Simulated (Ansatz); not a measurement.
## C3H3ClN2, SMILES Clc1cn[nH]c1: harmonic frequencies at the relaxed geometry, step by step

Program: Ansatz 0.2.0 through its Python package.

Notebook, run cell by cell (the value of a cell's last expression is shown):

```python
import itertools

import ansatz
from ase import Atoms
from ase.data import atomic_numbers, covalent_radii
from ase.thermochemistry import IdealGasThermo
import numpy as np
```

```python
atoms = Atoms(["Cl", "C", "C", "N", "N", "C", "H", "H", "H"], positions=[
    [2.5661, 0.1923, 0.5659],
    [0.9272, 0.0185, 0.1929],
    [0.2766, -1.1615, -0.2074],
    [-1.0286, -0.97, -0.4295],
    [-1.2024, 0.3384, -0.1679],
    [-0.056, 0.9754, 0.21],
    [0.6952, -2.1496, -0.3465],
    [-2.1342, 0.7286, -0.269],
    [-0.0439, 2.0278, 0.4514],
])
mol = ansatz.Crystal.molecule_from_ase(atoms)
```

```python
setup = (
    mol.calculation()
    .basis(gaussian="6-31G*")
    .functional("b3lyp")
)
symbols = [site.symbol for site in mol.cartesian_sites]
start = np.array([site.position_ang for site in mol.cartesian_sites], dtype=float)
data = setup.relax(force_tolerance=0.003).run().report
end = np.array(data["positions_ang"])

# pairs closer than 1.2 times the sum of covalent radii, before or after
radius = [covalent_radii[atomic_numbers[s]] for s in symbols]
span = lambda where, i, j: np.linalg.norm(where[i] - where[j])
bonded = [(i, j) for i, j in itertools.combinations(range(len(symbols)), 2) if min(span(start, i, j), span(end, i, j)) < 1.2 * (radius[i] + radius[j])]
print("pair        before    after (A)")
for i, j in bonded:
    print(f"{symbols[i]}{i}-{symbols[j]}{j}".ljust(10), f"{span(start, i, j):8.4f} {span(end, i, j):8.4f}")
```

    pair        before    after (A)
    Cl0-C1       1.6898   1.7344
    C1-C2        1.4057   1.4121
    C1-C5        1.3721   1.3815
    C2-N3        1.3377   1.3315
    C2-H6        1.0821   1.0811
    N3-N4        1.3456   1.3492
    N4-C5        1.3648   1.3577
    N4-H7        1.0152   1.0091
    C5-H8        1.0798   1.0796

```python
# frequencies need a stationary point, so they are taken at the relaxed geometry
minimum = ansatz.Crystal.molecule()
for symbol, place in zip(symbols, end):
    minimum = minimum.atom(symbol, place.tolist())
vibrating = (
    minimum.calculation()
    .basis(gaussian="6-31G*")
    .functional("b3lyp")
    .phonons(temperatures=(100, 500, 100))
)
vib = vibrating.run().report["vibrations"]
sums = vib["harmonic_sums"]
modes = [m["omega_inv_cm"] for m in sums["modes_at_gamma"] if m["rigid_motion"] == "no"]
for number, w in enumerate(modes, start=1):
    print(f"mode {number:2d} {w:9.1f} 1/cm {w / 8065.544 * 1000:8.2f} meV")
print("imaginary modes:", sum(w < 0 for w in modes), " zero-point energy:", round(sums["zero_point_energy_ev"], 4), "eV")
# rigid rotor and ideal gas, symmetry number taken as one
gas = IdealGasThermo(vib_energies=[w / 8065.544 for w in modes if w > 0], geometry="linear" if len(modes) == 3 * len(symbols) - 5 else "nonlinear",
                     atoms=Atoms(symbols, positions=end), symmetrynumber=1, spin=0.0)
print(f"H(298 K) - E = {gas.get_enthalpy(298.15, verbose=False):.4f} eV")
print(f"S(298 K, 1 bar) = {96485.33 * gas.get_entropy(298.15, 1e5, verbose=False):.1f} J/(mol K) with symmetry number 1")

# all hydrogen replaced by deuterium
heavier = vibrating.phonons(masses={"H": 2.014102}).run().report["vibrations"]["harmonic_sums"]
print("deuterated (1/cm):", " ".join(f"{m['omega_inv_cm']:.0f}" for m in heavier["modes_at_gamma"] if m["rigid_motion"] == "no"))
print("zero-point energy falls by", round(sums["zero_point_energy_ev"] - heavier["zero_point_energy_ev"], 4), "eV")
```

    mode  1     248.6 1/cm    30.83 meV
    mode  2     291.4 1/cm    36.13 meV
    mode  3     478.5 1/cm    59.33 meV
    mode  4     496.3 1/cm    61.53 meV
    mode  5     625.2 1/cm    77.52 meV
    mode  6     692.2 1/cm    85.82 meV
    mode  7     775.7 1/cm    96.18 meV
    mode  8     863.3 1/cm   107.04 meV
    mode  9     938.9 1/cm   116.41 meV
    mode 10     973.6 1/cm   120.72 meV
    mode 11    1054.7 1/cm   130.77 meV
    mode 12    1162.7 1/cm   144.15 meV
    mode 13    1215.1 1/cm   150.65 meV
    mode 14    1296.8 1/cm   160.78 meV
    mode 15    1383.2 1/cm   171.50 meV
    mode 16    1420.5 1/cm   176.12 meV
    mode 17    1501.3 1/cm   186.14 meV
    mode 18    1590.2 1/cm   197.16 meV
    mode 19    3279.1 1/cm   406.55 meV
    mode 20    3296.1 1/cm   408.66 meV
    mode 21    3663.6 1/cm   454.23 meV
    imaginary modes: 0  zero-point energy: 1.6891 eV
    H(298 K) - E = 1.8459 eV
    S(298 K, 1 bar) = 304.3 J/(mol K) with symmetry number 1
    deuterated (1/cm): 243 276 390 470 516 606 660 732 804 834 939 975 1011 1184 1334 1390 1398 1535 2432 2448 2693
    zero-point energy falls by 0.2714 eV

Caveats:
- The frequencies are harmonic and unscaled, in a modest basis.
- b3lyp holds the VWN-RPA fit, as in Gaussian; the form of ORCA and Turbomole is b3lyp5.
- The entropy takes a symmetry number of 1; a symmetric molecule's is lower by R ln(sigma).
- Finished in 7 min on 1 thread of Arm Neoverse V1, on a shared host, peak memory 0.35 GiB.
